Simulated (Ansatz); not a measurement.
Calculated with Ansatz (gas phase, PBE0-D4/def2-TZVP geometries, no zero-point term in ΔE). CBS: MP2 limit from def2 TZ/QZ plus the TZ coupled-cluster correction, frozen cores. DFT in def2-TZVPP. B3LYP here is the variant with VWN-RPA as its local correlation; programs differ in this. One conformer a species, not always the lowest.

`CCC(O)S` → `COC(C)S`  (isomerisation)

`CCC(O)S`:

```xyz
13

C     1.672   -0.378   -0.319
C     0.545    0.628   -0.162
C    -0.796   -0.039    0.065
O    -0.693   -0.841    1.209
S    -2.079    1.258    0.216
H     2.623    0.132   -0.484
H     1.495   -1.037   -1.174
H     1.767   -1.001    0.571
H     0.746    1.290    0.686
H     0.466    1.258   -1.052
H    -1.067   -0.641   -0.812
H    -1.572   -1.134    1.462
H    -3.108    0.507   -0.206
```

`COC(C)S`:

Cartesian coordinates in Å:
```
C -1.285 0.486 1.395
O -0.788 0.485 0.081
C 0.283 -0.378 -0.132
C 0.497 -0.489 -1.621
S 1.815 0.118 0.750
H -1.626 -0.516 1.689
H -2.132 1.171 1.416
H -0.524 0.823 2.107
H 0.069 -1.366 0.302
H 0.738 0.490 -2.040
H -0.418 -0.848 -2.098
H 1.313 -1.176 -1.841
H 2.057 1.199 -0.009
```

(1) Is it downhill or uphill in electronic energy at CCSD(T)/CBS, and by how much? (Estimate.)

(2) What do these levels give: r2SCAN-D4, B3LYP-D4, ωB97X-V, B2PLYP, r2SCAN, B3LYP, HF/def2-TZVPP, HF/def2-QZVPP, MP2/def2-QZVPP, SCS-MP2/def2-QZVPP, HF/CBS(def2), MP2/CBS(def2)? (Estimate.)

Largest T1 diagnostic among the species: 0.011.

Answers

(1) The calculation gave: Uphill: ΔE = +36.9 kJ/mol.

(2) The calculation gave: r2SCAN-D4 31.5, B3LYP-D4 28.5, ωB97X-V 31.6, B2PLYP 31.5, r2SCAN 31.6, B3LYP 29.1, HF/def2-TZVPP 29.6, HF/def2-QZVPP 29.7, MP2/def2-QZVPP 39.0, SCS-MP2/def2-QZVPP 35.9, HF/CBS(def2) 29.8, MP2/CBS(def2) 40.0 kJ/mol.

In def2-TZVPP, CCSD(T) changes the Hartree–Fock value by +4.8 kJ/mol (the triples alone add −0.6 kJ/mol) and MP2 by +7.9 kJ/mol.
